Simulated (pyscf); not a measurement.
Optimised with ωB97X-D3(BJ)/def2-SVP in PySCF.

`[AsH2][GaH][AsH2]` → `[AsH]=[Ga][AsH2]` + `[H][H]`
Surface: singlet. Broken: As–H, Ga–H. Formed: H–H. Give ΔE‡ and ΔE from ωB97M-D3(BJ)/def2-TZVP, relative to the reactant's lowest minimum found.

ΔE‡ = 52.6 kcal/mol, ΔE = +26.0 kcal/mol. Zero-point energy shifts the barrier by -1.6 kcal/mol. It is an elimination, with an imaginary mode of 1416i cm⁻¹. At the saddle there is also a short Ga–H contact that neither side keeps. One saddle was located; it need not be the lowest between these sides. Elements up to Kr have no core potential and no relativistic terms here.
